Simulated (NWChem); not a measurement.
Correlation energy of acetonitrile (C$_{2}$H$_{3}$N)

```
C
H 1 1.0993
H 1 1.0993 2 108.68
H 1 1.0993 2 108.68 3 -118.12
C 1 1.4532 2 110.25 3 120.94
N 5 1.1569 2 150.64 1 180.00
```
Charge 0, spin multiplicity 1.

The numbers come from NWChem runs, not from measurements. All single points use one geometry, from PBE0/def2-SVP, a minimum by its harmonic frequencies.

Basis set: def2-SVP. Each correlation energy counts from its own Hartree-Fock reference.

The correlated methods keep 3 core orbitals frozen. Coupled-cluster values serve here as a point of comparison, not as the truth.

**Question.** Order these methods by the correlation energy they give, lowest first: CCSD+T(CCSD), SCS-MP2, CR-CCSD[T], CCSD(T), MP2, CCSD.

**Answer.** CCSD+T(CCSD) (-462.5 mHa), CCSD(T) (-461.6 mHa), CR-CCSD[T] (-458.6 mHa), CCSD (-445.2 mHa), MP2 (-424.2 mHa), SCS-MP2 (-418.4 mHa)
